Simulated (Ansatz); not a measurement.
# CH+ (singlet): the correlation ladder at distance C1–H2 = 1.223 Å, cc-pVQZ

One table from this session's results is given with a row withheld; the runs are named, their logs left out.

The runs use Ansatz 0.2.0, Gaussian basis; cc-pVQZ, core rule «outside noble gas», up to 1 orbitals frozen.

To be run: UHF; CCSD(T) on RHF; CCSD(T) on UHF; BCCD(T) on RHF; CCSDT(Q) on RHF; CCSDT(Q) on UHF; CASSCF and NEVPT2, 4 electrons in 5 orbitals; Full CI.

18 further runs of the same task are left out: 12 that didn't finish, 6 set aside as unsound or not needed.

### The system

The geometry derives from a PBE0/def2-TZVP stationary point (not a proven minimum). One bond is set to the value named and the two fragments are kept rigid.

2 atoms, charge 1, spin multiplicity 1.

Atoms are counted from 1 here; the program's logs count them from 0.

Bond lengths: C1–H2 1.223 Å.

Geometry (Å):

```csv
atom,x (Å),y (Å),z (Å)
C1,0.00000,0.00000,0.00000
H2,0.00000,0.00000,1.22300
```

Set-up of the first run:

File in.yaml:

```yaml
crystal:
  periodic: [false, false, false]
  atoms:
    - {symbol: C, position_ang: [0.000000, 0.000000, 0.000000]}
    - {symbol: H, position_ang: [0.000000, 0.000000, 1.223000]}
basis:
  gaussian: {orbitals: cc-pVQZ}
total_charge: 1
magnetization: {spin_polarized: true, initial_magnetization: 0}
hamiltonian: {xc: hf}
output: {orbitals: {seedname: orbitals}}
```

Command:

```sh
> ansatz run in.yaml --threads 1 --pin off --events-out ev --progress --plain --max-ram 2393MiB
```

Steps of the session up to this table: UHF; CCSD(T) on RHF; CCSD(T) on UHF; BCCD(T) on RHF; CCSDT(Q) on RHF; CCSDT(Q) on UHF; CASSCF and NEVPT2, 4 electrons in 5 orbitals; Full CI.

One table of the session follows, with a row left open; its other results are not shown here.

| method | from FCI (meV) |
| --- | --- |
| RHF | +3352.7 |
| UHF | +3079.8 |
| RMP2 | +851.9 |
| UMP2 | +1012.0 |
| RCCSD | +81.7 |
| UCCSD | ? |
| RCCSD(T) | +14.7 |
| UCCSD(T) | +16.7 |
| BCCD(T) | +14.8 |
| RCCSDT | +3.7 |
| UCCSDT | +5.4 |
| RCCSDT(Q) | +0.9 |
| UCCSDT(Q) | +2.7 |
| CASSCF valence | +1410.3 |
| NEVPT2 valence | +354.0 |
| FCI | 0 |

**Question.** Estimate the row for UCCSD.

As computed: from FCI (meV): +87.9. In the column «from FCI (meV)» it lies between RCCSD (+81.7) and NEVPT2 valence (+354.0).

To keep in mind: The determinant is far from a pure spin state, so its energy mixes those of several spin states (harmless only where they are near-degenerate, as at dissociation). Restricted and unrestricted rows rest on different reference determinants; where their highest levels disagree by more than a few hundredths of an eV, they describe different states and don't form one ladder.
